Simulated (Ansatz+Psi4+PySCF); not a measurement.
**singlet CH₄: levels of theory in one basis**

```xyz
5

C     0.0000    0.0000    0.0000
H     0.6291    0.6291    0.6291
H    -0.6291   -0.6291    0.6291
H     0.6291   -0.6291   -0.6291
H    -0.6291    0.6291   -0.6291
```

Basis set: cc-pVTZ (spherical functions). Left uncorrelated: 1 orbital. Charge 0, multiplicity 1.

Computed with Ansatz (development build ahead of 0.2.0) and Psi4 1.11; each method stands on the lowest determinant of its kind that the runs found.

| method | E − E(RHF) (eV) | <S²> of the determinant |
| --- | --- | --- |
| RHF | 0.00 | 0.00 |
| RHF-MP2 | -5.40 | – |
| RHF-CCSD(T) | -6.12 | – |

(1) What does RHF-CCSD give on the same scale?

(2) Is a single determinant a sound starting point here?

Results:

(1) -5.95 eV.

(2) By this sign, yes. Unrestricted orbitals gain 0.00 eV and <S²> is 0.00 against 0.00 for a pure state.
